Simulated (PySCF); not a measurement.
# Worked example: chemical shift, span and skew from a shielding tensor

propyne (C3H4), SMILES C(C)#C. Atoms are numbered in the order given.

```xyz
7

C      0.0000     0.0000    -1.2416
C      0.0000     0.0000     0.2209
C      0.0000     0.0000     1.4192
H      0.8854     0.5112    -1.6253
H     -0.8854     0.5112    -1.6253
H      0.0000    -1.0224    -1.6253
H      0.0000     0.0000     2.4846
```
Charge 0, spin multiplicity 1.

Geometry optimised at ωB97X-D3(BJ)/def2-TZVP.

GIAO shieldings from PySCF with PBE/pcSseg-2, non-relativistic, no solvent. The symmetric part of the tensor of C3 has the principal values 35.5, 35.5, 260.8 ppm. The same nucleus in TMS has σ = 181.4 ppm at this level (PySCF, at its B3LYP-D3(BJ)/def2-TZVP geometry).

Question: Work out the isotropic shielding, the ¹³C shift against TMS, the span and the skew.

Answer: 
σ(iso) = (σ11 + σ22 + σ33)/3 = 110.6 ppm. δ = σ(ref) − σ(iso) = 181.4 − (110.6) = 70.8 ppm.
Span Ω = σ33 − σ11 = 225.3 ppm. Skew κ = 3(σ(iso) − σ22)/Ω = 1.00, an axial tensor. Tumbling in solution averages the tensor to δ; in a static solid the shielding alone would spread this spin-1/2 line over Ω.
